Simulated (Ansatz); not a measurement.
# C₈H₁₈: one species, many methods

An exercise on one series of results from a longer session: the logs are not shown, and one member is left open.

Method: functionals in def2-TZVPP, the program's frozen cores in correlated methods; program: Ansatz 0.2.0, Gaussian basis.

Levels to be run: PBE-D4, r2SCAN-D4, PBE0-D4, B3LYP-D4, ωB97X-V, ωB97M-V, B2PLYP; CCSD(T)/def2-TZVPP; MP2/def2-QZVPP; extrapolation to the limit.

## Structure used throughout

All runs share one geometry, relaxed beforehand with PBE0-D4 in a triple-zeta def2 set.

SMILES `CCCC(CC)CC`, 26 atoms, charge 0, spin multiplicity 1.

Atoms are counted from 1 here; the program's logs count them from 0.

Bond lengths: C1–C2 1.519 Å, C1–H9 1.093 Å, C1–H10 1.094 Å, C1–H11 1.094 Å, C2–C3 1.521 Å, C2–H12 1.097 Å, C2–H13 1.094 Å, C3–C4 1.528 Å, C3–H14 1.097 Å, C3–H15 1.097 Å, C4–C5 1.529 Å, C4–C7 1.532 Å, C4–H16 1.100 Å, C5–C6 1.520 Å, C5–H17 1.096 Å, C5–H18 1.094 Å, C6–H19 1.092 Å, C6–H20 1.094 Å and more. Angles: C2–C1–H9 111.7°, C2–C1–H10 111.1°, C2–C1–H11 111.1°, H9–C1–H10 107.7°, H9–C1–H11 107.7°, H10–C1–H11 107.4°, C1–C2–C3 112.5°, C1–C2–H12 109.6°, C1–C2–H13 109.1°, C3–C2–H12 109.1°, C3–C2–H13 110.2°, H12–C2–H13 106.1°, C2–C3–C4 115.0°, C2–C3–H14 108.9°, C2–C3–H15 108.3°, C4–C3–H14 109.7°, C4–C3–H15 108.6°, H14–C3–H15 105.9° and more.

Set-up of the first run:

The input, in.yaml:

```yaml
crystal:
  periodic: [false, false, false]
  atoms:
    - {symbol: C, position_ang: [-1.251680, -3.213605, -0.515419]}
    - {symbol: C, position_ang: [-1.283707, -1.697645, -0.608226]}
    - {symbol: C, position_ang: [-0.241767, -1.037190, 0.281718]}
    - {symbol: C, position_ang: [-0.285522, 0.490254, 0.303065]}
    - {symbol: C, position_ang: [0.117150, 1.084170, -1.046621]}
    - {symbol: C, position_ang: [0.042147, 2.600278, -1.115596]}
    - {symbol: C, position_ang: [0.530506, 1.053187, 1.470689]}
    - {symbol: C, position_ang: [2.031884, 0.826371, 1.383512]}
    - {symbol: H, position_ang: [-2.006971, -3.672993, -1.157346]}
    - {symbol: H, position_ang: [-1.436328, -3.549642, 0.509049]}
    - {symbol: H, position_ang: [-0.276187, -3.605476, -0.817791]}
    - {symbol: H, position_ang: [-2.278714, -1.332447, -0.326844]}
    - {symbol: H, position_ang: [-1.133848, -1.398522, -1.650295]}
    - {symbol: H, position_ang: [0.755513, -1.373589, -0.027783]}
    - {symbol: H, position_ang: [-0.378992, -1.405795, 1.306277]}
    - {symbol: H, position_ang: [-1.330278, 0.781276, 0.486422]}
    - {symbol: H, position_ang: [1.131293, 0.752607, -1.298849]}
    - {symbol: H, position_ang: [-0.532047, 0.665494, -1.821023]}
    - {symbol: H, position_ang: [0.241859, 2.957460, -2.128509]}
    - {symbol: H, position_ang: [-0.951059, 2.958447, -0.828513]}
    - {symbol: H, position_ang: [0.767743, 3.077393, -0.452802]}
    - {symbol: H, position_ang: [0.335242, 2.126186, 1.562090]}
    - {symbol: H, position_ang: [0.152481, 0.603506, 2.395586]}
    - {symbol: H, position_ang: [2.279978, -0.236255, 1.329112]}
    - {symbol: H, position_ang: [2.535924, 1.234582, 2.262511]}
    - {symbol: H, position_ang: [2.465381, 1.311928, 0.505567]}
basis:
  gaussian: {orbitals: def2-TZVPP}
hamiltonian: {xc: pbe, dispersion: d4}
output: {forces: true, orbitals: {seedname: orbitals}}
```

Among the steps run: PBE-D4 (GGA); r2SCAN-D4 (meta-GGA); PBE0-D4 (hybrid); B3LYP-D4 (hybrid); ωB97X-V (range-separated); ωB97M-V (range-separated); B2PLYP (double hybrid); CCSD(T) in def2-TZVPP; MP2 in def2-QZVPP.

One table of the session follows, with a row left open; its other results are not shown here.

It belongs to the step «Atomisation energies». 

| method | atomisation energy (kcal/mol) |
| --- | --- |
| PBE-D4 | 2517.8 |
| r2SCAN-D4 | ? |
| PBE0-D4 | 2495.8 |
| B3LYP-D4 | 2479.9 |
| ωB97X-V | 2481.3 |
| ωB97M-V | 2484.4 |
| B2PLYP | 2454.2 |
| HF/def2-TZVPP | 1888.4 |
| MP2/def2-TZVPP | 2448.0 |
| CCSD/def2-TZVPP | 2402.3 |
| CCSD(T)/def2-TZVPP | 2429.5 |
| MP2/CBS | 2496.8 |
| CCSD(T)/CBS | 2478.2 |

Q: Estimate the row for r2SCAN-D4 from the others.

As computed: atomisation energy (kcal/mol): 2482.4. In the column «atomisation energy (kcal/mol)» it lies between ωB97X-V (2481.3) and ωB97M-V (2484.4).

To keep in mind: Free atoms (8 C, 18 H) were run apart at each level; the atomisation energy is their sum less the molecule, without zero-point or spin-orbit terms.
